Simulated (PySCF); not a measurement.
**SiH3O− (SMILES [O-][SiH3]) at 6 levels**

Aim: a comparison of 6 runs (BCCD(T)/STO-3G, CCSDT(Q)/STO-3G, CCSDT/STO-3G, NEVPT2(2,2)/STO-3G, QCISD(T)/STO-3G, CCSD(T)/STO-3G) of SiH3O−. 

The results are computed with PySCF 2.14.0.

2 further runs of the same task are left out: 2 set aside as unsound or not needed.

### 1 The system as given

The species is SiH3O− (5 atoms), meant as a singlet with charge -1. As SMILES, `[O-][SiH3]`. The Si2–H5 distance was set to 1.819 Å, away from the relaxed value.

Bond lengths: O1–Si2 1.535 Å, Si2–H3 1.516 Å, Si2–H4 1.516 Å. Angles: O1–Si2–H3 116.1°, O1–Si2–H4 116.1°, H3–Si2–H4 102.1°. A long bond or contact: Si2–H5 1.819 Å.

### 2 A single-point energy at BCCD(T)/STO-3G (run 1)

Contents of start.xyz:

```xyz
5

O     -1.647422     0.047484     0.677802
Si    -0.285952    -0.208306     0.017502
H     -0.307692    -0.471326    -1.474898
H      0.494578    -1.398516     0.539122
H      0.933480     1.135040     0.151280
```

Contents of calc.py:

```python
from pyscf import gto, cc
from pyscf.cc.bccd import bccd_kernel_

mol = gto.M(
    atom='start.xyz',
    max_memory=1860,
    verbose=3,
    charge=-1,
    basis='sto-3g',
)

mf = mol.RHF()
mf.conv_tol = 1e-10
mf.kernel()
if not mf.converged:
    mf = mf.newton().run(mf.mo_coeff, mf.mo_occ)

mycc = cc.CCSD(mf, frozen=6).run()
mycc = bccd_kernel_(mycc, diis=True)
e_t = mycc.ccsd_t()
e_tot = mycc.e_tot + e_t
print(f'total energy: {e_tot:.8f} hartree')
```

Run with:

```console
$ OMP_NUM_THREADS=1 python calc.py
```

Standard output:

```text
converged SCF energy = -360.895507467048
E(CCSD) = -361.0086104016676  E_corr = -0.1131029346195175
BCCD loop starts.

[... 24 lines left out ...]
CCSD converged
[... 26 lines left out ...]
CCSD converged
[... 23 lines left out ...]
CCSD converged
[... 3 lines left out ...]
******** <class 'pyscf.cc.ccsd.CCSD'> ********
CC2 = 0
CCSD nocc = 7, nmo = 11
frozen orbitals 6
max_cycle = 50
direct = 0
conv_tol = 1e-07
conv_tol_normt = 1e-05
diis_space = 6
diis_start_cycle = 0
diis_start_energy_diff = 1e+09
Init E_corr(CCSD) = -0.119161677558674
cycle = 1  E_corr(CCSD) = -0.119165794296806  dE = -4.11673813e-06  norm(t1,t2) = 7.19445e-05
cycle = 2  E_corr(CCSD) = -0.119165431388209  dE = 3.62908597e-07  norm(t1,t2) = 1.24159e-05
cycle = 3  E_corr(CCSD) = -0.119164583833636  dE = 8.47554574e-07  norm(t1,t2) = 5.25415e-06
cycle = 4  E_corr(CCSD) = -0.11916455935438  dE = 2.44792563e-08  norm(t1,t2) = 1.88644e-06
CCSD converged
E(CCSD) = -361.0064607544066  E_corr = -0.1191645593543795
BCC iter:    3  E:    -361.006460754407  dE:    3.691e-08  |t1|:    2.767e-06
CCSD(T) correction = -0.0101667062611899
total energy: -361.01662746 hartree
```

Run time: 0.86 s. Hardware: 1 thread of Arm Neoverse V2, shared host; peak memory 0.12 GiB.

### 3 The energy at CCSDT(Q)/STO-3G (run 2)

Contents of calc.py:

```python
from pyscf import gto, cc

mol = gto.M(
    atom='''
O     -1.647422     0.047484     0.677802
Si    -0.285952    -0.208306     0.017502
H     -0.307692    -0.471326    -1.474898
H      0.494578    -1.398516     0.539122
H      0.933480     1.135040     0.151280
''',
    basis='sto-3g',
    charge=-1,
    verbose=3,
    max_memory=1860,
)

myscf = mol.RHF()
myscf.conv_tol = 1e-10
myscf.kernel()
if not myscf.converged:
    myscf = myscf.newton().run(myscf.mo_coeff, myscf.mo_occ)

mycc = cc.CCSDT(myscf, frozen=6)
mycc.kernel()
e_bracket, e_q = mycc.ccsdt_q()
etot = mycc.e_tot + e_q
print('E(%s) = %.9f' % ('CCSDT(Q)', etot))
```

Run with:

```console
$ OMP_NUM_THREADS=1 python calc.py
```

Standard output:

```text
converged SCF energy = -360.895507467048
_make_eris_incore_RCCSDT

WARN: A large `blksize` is being used, which may cause large memory consumption
      for storing contraction intermediates. If memory is sufficient, consider using
      `pyscf.cc.rccsdt_highm.RCCSDT` instead.

RCCSDT converged
E(RCCSDT) = -361.0172196271113   E_corr = -0.1217121600632192
E_corr(same-spin) = -0.0172141448066368
E_corr(oppo-spin) = -0.104498015256582
_make_eris_incore_RCCSDT
E(CCSDT(Q)) = -361.017194942
```

Run time: 1.2 s. Hardware: 1 thread of Arm Neoverse V2, shared host; peak memory 0.12 GiB.

Run 3 isn't shown in full; the table further down has it.

### 4 The energy at NEVPT2(2,2)/STO-3G (run 4)

Contents of input.py:

```python
import numpy
from pyscf import gto, scf, mp, mcscf, mrpt

system = gto.M(
    atom='''
O     -3.113176     0.089732     1.280860
Si    -0.540371    -0.393641     0.033074
H     -0.581454    -0.890677    -2.787153
H      0.934617    -2.642812     1.018793
H      1.764022     2.144915     0.285878
''',
    charge=-1,
    max_memory=1860,
    unit='bohr',
    basis='sto-3g',
    verbose=4,
)

hf = system.RHF()
hf.conv_tol = 1e-10
hf.kernel()
if not hf.converged:
    hf = hf.newton().run(hf.mo_coeff, hf.mo_occ)

pt = mp.MP2(scf.addons.convert_to_uhf(hf)).run()
noons, natorbs = mcscf.addons.make_natural_orbitals(pt)
print('natural occupations', numpy.round(noons[:40], 4))
cas = mcscf.CASSCF(hf, 2, 2)
cas.fix_spin_(ss=0.0)
cas.natorb = True
cas.kernel(natorbs)
e_pt2 = mrpt.NEVPT(cas).kernel()
etot = cas.e_tot + e_pt2
print(f'total energy: {etot:.8f} hartree')
```

Run with:

```console
$ OMP_NUM_THREADS=1 python input.py
```

Standard output:

```text
PySCF version 2.14.0

[INPUT] num. atoms = 5
[INPUT] num. electrons = 26
[INPUT] charge = -1
[INPUT] spin (= nelec alpha-beta = 2S) = 0
[INPUT] symmetry False subgroup None
[INPUT] Mole.unit = bohr
[INPUT] Symbol           X                Y                Z      unit          X                Y                Z       unit  Magmom
[INPUT]  1 O     -1.647421792783   0.047484129490   0.677801922379 AA   -3.113176000000   0.089732000000   1.280860000000 Bohr   0.0
[INPUT]  2 Si    -0.285952018642  -0.208305846484   0.017502007074 AA   -0.540371000000  -0.393641000000   0.033074000000 Bohr   0.0
[INPUT]  3 H     -0.307692205998  -0.471325970691  -1.474897850947 AA   -0.581454000000  -0.890677000000  -2.787153000000 Bohr   0.0
[INPUT]  4 H      0.494578017338  -1.398515883146   0.539122038245 AA    0.934617000000  -2.642812000000   1.018793000000 Bohr   0.0
[INPUT]  5 H      0.933480241962   1.135040137360   0.151280122703 AA    1.764022000000   2.144915000000   0.285878000000 Bohr   0.0

[... 46 lines left out ...]
converged SCF energy = -360.89550741725
[... 32 lines left out ...]
sorting_mo_energy = False
[... 104 lines left out ...]
1-step CASSCF converged in  45 macro (870 JK 173 micro) steps
[... 2 lines left out ...]
Natural orbital (expansion on meta-Lowdin AOs) in CAS space
[... 9 lines left out ...]
CASSCF energy = -360.918522285996
[... 2 lines left out ...]
******** <class 'pyscf.mrpt.nevpt2.NEVPT'> ********
NEVPT2 (1e+1e, 2o), ncore = 12, nvir = 3
root = 0
Natural occ [1.9462344 0.0537656]
Natural orbital (expansion on meta-Lowdin AOs) in CAS space
               #1        #2
0 O 1s          -0.00003   0.00072
0 O 2s           0.01497  -0.01838
0 O 2px         -0.25965  -0.22152
[... 13 lines of this table left out ...]
4 H 1s           0.78892  -0.57998
<CAS-nat-orb|mo-hf>  13     10       0.62496333
<CAS-nat-orb|mo-hf>  13     13      -0.70278216
<CAS-nat-orb|mo-hf>  14     14      -0.98924598
Sr    (-1)',   E = -0.00000000000017
Si    (+1)',   E = -0.00000000001551
Sijrs (0)  ,   E = -0.04845309626181
Sijr  (+1) ,   E = -0.01986850619596
Srsi  (-1) ,   E = -0.00364287339110
Srs   (-2) ,   E = -0.00009541978261
Sij   (+2) ,   E = -0.00192397059141
Sir   (0)' ,   E = -0.00366787531168
Nevpt2 Energy = -0.077651741550253
total energy: -360.99617403 hartree
```

It took 1.9 s on 1 thread of Arm Neoverse V2, shared host; peak memory 0.12 GiB.

Run 5 isn't shown in full; the table further down has it.

### 5 A single-point energy at CCSD(T)/STO-3G (run 6)

Contents of run.py:

```python
from pyscf import gto, cc

mol = gto.M(
    atom=[
    ('O', (-1.647422, 0.047484, 0.677802)),
    ('Si', (-0.285952, -0.208306, 0.017502)),
    ('H', (-0.307692, -0.471326, -1.474898)),
    ('H', (0.494578, -1.398516, 0.539122)),
    ('H', (0.933480, 1.135040, 0.151280)),
],
    basis='sto-3g',
    spin=0,
    verbose=4,
    max_memory=1860,
    charge=-1,
)

myscf = mol.RHF()
myscf.conv_tol = 1e-10
myscf.kernel()
if not myscf.converged:
    myscf = myscf.newton().run(myscf.mo_coeff, myscf.mo_occ)

mycc = cc.CCSD(myscf, frozen=6)
mycc.kernel()
e_t = mycc.ccsd_t()
e_tot = mycc.e_tot + e_t
print('E(%s) = %.9f' % ('CCSD(T)', e_tot))
```

Run with:

```console
$ OMP_NUM_THREADS=1 python run.py
```

Standard output:

```text
PySCF version 2.14.0

[INPUT] num. atoms = 5
[INPUT] num. electrons = 26
[INPUT] charge = -1
[INPUT] spin (= nelec alpha-beta = 2S) = 0
[INPUT] symmetry False subgroup None
[INPUT] Mole.unit = angstrom
[INPUT] Symbol           X                Y                Z      unit          X                Y                Z       unit  Magmom
[INPUT]  1 O     -1.647422000000   0.047484000000   0.677802000000 AA   -3.113176391583   0.089731755299   1.280860146682 Bohr   0.0
[INPUT]  2 Si    -0.285952000000  -0.208306000000   0.017502000000 AA   -0.540370964772  -0.393641290104   0.033073986632 Bohr   0.0
[INPUT]  3 H     -0.307692000000  -0.471326000000  -1.474898000000 AA   -0.581453610720  -0.890677055387  -2.787153281669 Bohr   0.0
[INPUT]  4 H      0.494578000000  -1.398516000000   0.539122000000 AA    0.934616967235  -2.642812220822   1.018792927728 Bohr   0.0
[INPUT]  5 H      0.933480000000   1.135040000000   0.151280000000 AA    1.764021542759   2.144914740426   0.285877768124 Bohr   0.0

[... 46 lines left out ...]
converged SCF energy = -360.895507467048
[... 12 lines left out ...]
Init t2, MP2 energy = -360.986728651703  E_corr(MP2) -0.091221184654616
[... 13 lines left out ...]
CCSD converged
[... 2 lines left out ...]
E(CCSD(T)) = -361.016329775
```

Wall time 0.66 s (1 thread of Arm Neoverse V2, shared host); peak memory 0.12 GiB.

### 6 Overview of the runs

```
run               level  frozen core orbitals      active selection  energy (Eh)  correlation energy (mEh)  wall time
  1      BCCD(T)/STO-3G                     6                     –  -361.016627                    -121.1     0.86 s
  2     CCSDT(Q)/STO-3G                     6                     –  -361.017195                    -121.7      1.2 s
  3        CCSDT/STO-3G                     6                     –  -361.017220                    -121.7     0.74 s
  4  NEVPT2(2,2)/STO-3G                     –  mp2 natural orbitals  -360.996174                         –      1.9 s
  5     QCISD(T)/STO-3G                     6                     –  -361.018135                    -122.6     0.66 s
  6      CCSD(T)/STO-3G                     6                     –  -361.016330                    -120.8     0.66 s
```

### 7 Outcome

```
                                                    quantity          value
                                         run 6: total energy  -361.01633 Eh
                  run 6: HOMO energy (Hartree–Fock orbitals)        2.23 eV
                  run 6: LUMO energy (Hartree–Fock orbitals)       18.29 eV
run 6: HOMO–LUMO gap (to an unbound level, set by the basis)       16.06 eV
          run 6: correlation energy (6 core orbitals frozen)     -120.8 mEh
                                       run 6: (T) correction      -7.72 mEh
                                        run 6: T1 diagnostic          0.023
```

In words: In runs 2, 3, 4, 5, 6 the HOMO lies above zero, so the outermost electron may be held by the basis alone. In runs 1, 2, 3, 4, 5, 6 the basis is minimal, so the values are rough. All runs together took 6.1 s, the longest 1.9 s.
